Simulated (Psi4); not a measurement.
# B3LYP/6-311+G(d,p) run of S2F2 (Difluorodisulfane)

Aim: the energy change on altering one bond length of S2F2 (Difluorodisulfane) at B3LYP/6-311+G**, from 2 runs. 

Program for the calculation: Psi4 1.11.

## Step 1: The structure to begin with

The species is S2F2 (4 atoms), meant as a singlet with charge 0. SMILES: `FSSF`. The coordinates come from a PBE0-D4/def2-TZVP relaxation.

Bond lengths: F1–S2 1.631 Å, S2–S3 1.890 Å, S3–F4 1.631 Å. Angles: F1–S2–S3 108.6°, S2–S3–F4 108.6°.

## Step 2: Energy and gradient at B3LYP/6-311+G(d,p)

File input.in:

```
memory 2.2 GB

molecule molecule1 {
  F     -3.37079897    -0.37781294    -1.17463486
  S     -0.88376822     1.44403422    -1.19500611
  S      1.97474490    -0.52230140    -0.34907021
  F      2.27978449    -0.54390097     2.71871118
  units bohr
  symmetry c1
}

set globals {
  basis 6-311+G**
  puream true
  e_convergence 1e-09
  d_convergence 1e-08
  scf_type pk
  dft_radial_points 99
  dft_spherical_points 590
}

e_tot, wfn = gradient("b3lyp", return_wfn=True)
oeprop(wfn, "MULLIKEN_CHARGES", "QUADRUPOLE", "MAYER_INDICES", title="B3LYP")
```

Run with:

```sh
$ psi4 input.in input.out -n 1
```

input.out (excerpt; [...] marks lines left out):

```text
[...]
  Running in c1 symmetry.
[...]
  Nuclear repulsion =  230.128319418727699
[...]
  Multiplicity = 1
[...]
  Nalpha       = 25
  Nbeta        = 25
[...]
    Number of basis functions: 104
[...]
   @RKS iter   1:  -996.04474089231098    2.13563e-02   6.13031e-03 DIIS/ADIIS
[...]
   @RKS iter  11:  -996.13020783965976   -3.34239e-11   6.33845e-09 DIIS
[...]
    Orbital Energies [Eh]
    ---------------------
    Doubly Occupied:
       1A    -88.974586     2A    -88.974586     3A    -24.710136
       4A    -24.710134     5A     -8.055663     6A     -8.055472
       7A     -6.021919     8A     -6.021663     9A     -6.015364
      10A     -6.014764    11A     -6.007935    12A     -6.007934
      13A     -1.240976    14A     -1.236337    15A     -0.880581
      16A     -0.689900    17A     -0.567086    18A     -0.510540
      19A     -0.504198    20A     -0.476142    21A     -0.475880
      22A     -0.452165    23A     -0.374545    24A     -0.318832
      25A     -0.311093
[...]
  @RKS Final Energy:  -996.13020783965976
   => Energetics <=
    Nuclear Repulsion Energy =            230.1283194187276990
    One-Electron Energy =               -1835.7022752841962756
    Two-Electron Energy =                 667.8054530300394163
    DFT Exchange-Correlation Energy =     -58.3617050042305294
    Empirical Dispersion Energy =           0.0000000000000000
    VV10 Nonlocal Energy =                  0.0000000000000000
    Total Energy =                       -996.1302078396597608
[...]
  -Total Gradient:
     Atom            X                  Y                   Z
    ------   -----------------  -----------------  -----------------
       1        0.023218991199     0.017209131263    -0.000152639267
       2       -0.003419010066    -0.030993405491     0.005898401102
       3       -0.017001914976     0.013740289627     0.023006515834
       4       -0.002785868025     0.000054285159    -0.028769535608
[...]
 Multipole Moments:
 ------------------------------------------------------------------------------------
     Multipole            Electronic (a.u.)      Nuclear  (a.u.)        Total (a.u.)
 ------------------------------------------------------------------------------------
 L = 1.  Multiply by 2.5417464519 to convert [e a0] to [Debye]
 Dipole X            :         -0.3249400            0.6946095            0.3696695
 Dipole Y            :         -0.2745329            0.5868381            0.3123052
 Dipole Z            :          0.4599055           -0.9830746           -0.5231691
 Magnitude           :                                                    0.7126682
 L = 2.  Multiply by 1.3450342976 to convert [e a0^2] to [Debye ang]
 Quadrupole XX       :       -250.8048997          222.7712742          -28.0336255
 Quadrupole XY       :         36.5191790          -37.5969738           -1.0777948
[...]
  Mulliken Charges: (a.u.)
   Center  Symbol    Alpha    Beta     Spin     Total
       1     F     4.58562  4.58562  0.00000 -0.17123
       2     S     7.91439  7.91439  0.00000  0.17123
       3     S     7.91439  7.91439  0.00000  0.17123
       4     F     4.58561  4.58561  0.00000 -0.17123
   Total alpha = 25.00000, Total beta = 25.00000, Total charge =  0.00000
  Mayer Bond Indices:
[...]
```

Wall time 18 s (1 thread of AMD EPYC 7R43 (Zen 3), shared host); peak memory 0.9 GiB.

## Step 3: The distorted shape, same level

File f2s2_ase.py:

```python
import numpy as np
from ase.calculators.psi4 import Psi4
from ase import Atoms

mol = Atoms(['F', 'S', 'S', 'F'], positions=[
    [-1.912886, -0.190786, -1.920308],
    [-0.596806, 0.773294, -1.931088],
    [0.915854, -0.267246, -1.483438],
    [1.206410, -0.287820, 1.438680],
])
calc = Psi4(atoms=mol, method='b3lyp', basis='6-311+G**', memory='2200MB', num_threads=1, charge=0, multiplicity=1, label='f2s2')
calc.psi4.set_options({'puream': True, 'e_convergence': 1e-09, 'd_convergence': 1e-08, 'scf_type': 'pk', 'dft_radial_points': 99, 'dft_spherical_points': 590})
mol.calc = calc

forces = mol.get_forces()
print(f'energy: {mol.get_potential_energy():.6f} eV')
print('forces / eV A^-1')
print(np.round(forces, 5))
```

Run with:

```sh
$ python f2s2_ase.py
```

f2s2.dat (excerpt; [...] marks lines left out):

```text
[...]
  Running in c1 symmetry.
[...]
  Nuclear repulsion =  199.515333393122262
[...]
  Multiplicity = 1
[...]
  Nalpha       = 25
  Nbeta        = 25
[...]
    Number of basis functions: 104
[...]
   @RKS iter   1:  -995.71632586957105   -8.14186e-02   8.54350e-03 DIIS/ADIIS
[...]
   @RKS iter  20:  -996.03855949410240    5.68434e-13   3.92981e-09 DIIS
[...]
  @RKS Final Energy:  -996.03855949410240
   => Energetics <=
    Nuclear Repulsion Energy =            199.5153333931222619
    One-Electron Energy =               -1774.0623598145211872
    Two-Electron Energy =                 636.7186677518122906
    DFT Exchange-Correlation Energy =     -58.2102008245158657
    Empirical Dispersion Energy =           0.0000000000000000
    VV10 Nonlocal Energy =                  0.0000000000000000
    Total Energy =                       -996.0385594941024010
[...]
 Multipole Moments:
 ------------------------------------------------------------------------------------
     Multipole            Electronic (a.u.)      Nuclear  (a.u.)        Total (a.u.)
 ------------------------------------------------------------------------------------
 L = 1.  Multiply by 2.5417464519 to convert [e a0] to [Debye]
 Dipole X            :         -1.1371628            0.6169251           -0.5202378
 Dipole Y            :          0.1136962            0.5923389            0.7060350
 Dipole Z            :         -0.8954191           -1.7643451           -2.6597642
 Magnitude           :                                                    2.8006211
[...]
  -Total Gradient:
     Atom            X                  Y                   Z
    ------   -----------------  -----------------  -----------------
       1        0.011403911567     0.006553284669     0.000977615044
       2       -0.015766705286    -0.002227935578    -0.004310781440
       3        0.000752069548    -0.003291903514    -0.026784706161
       4        0.003576279252    -0.001059684811     0.030117623807
[...]
```

The script printed:

```text
energy: -27103.589738 eV
forces / eV A^-1
[[-0.58641 -0.33698 -0.05027]
 [ 0.81076  0.11457  0.22167]
 [-0.03867  0.16928  1.37732]
 [-0.1839   0.05449 -1.54871]]
```

Run time: 23 s. Hardware: 1 thread of AMD EPYC 7R43 (Zen 3), shared host; peak memory 0.89 GiB.

## Step 4: Outcome

Level: B3LYP/6-311+G**.

| quantity | value |
| --- | --- |
| first shape: total energy | -996.13021 Eh |
| first shape: dipole moment | 1.81 D |
| first shape: HOMO energy | -8.47 eV |
| first shape: LUMO energy | -2.16 eV |
| first shape: HOMO–LUMO gap | 6.31 eV |
| first shape: largest force on an atom | 1.632 eV/Å |
| distorted shape: total energy | -996.03856 Eh |
| distorted shape: dipole moment | 7.12 D |
| distorted shape: HOMO energy | -8.35 eV |
| distorted shape: LUMO energy | -6.38 eV |
| distorted shape: HOMO–LUMO gap | 1.97 eV |
| distorted shape: largest force on an atom | 1.561 eV/Å |
| energy change with the S3–F4 bond stretched from 1.631 to 2.937 Å | 2.494 eV |

In words: One bond (distorted shape) is far stretched, which a spin-restricted single reference describes badly; a broken-symmetry solution may lie lower. With the S3–F4 bond stretched from 1.631 to 2.937 Å the energy rises by 2.49 eV (241 kJ/mol). The first shape isn't relaxed at this level, so the change isn't measured from a minimum. A restricted reference can't describe the breaking bond well at this length. The largest force (first shape) is 1.63 eV/Å: the shape isn't a stationary point for this species at this level.
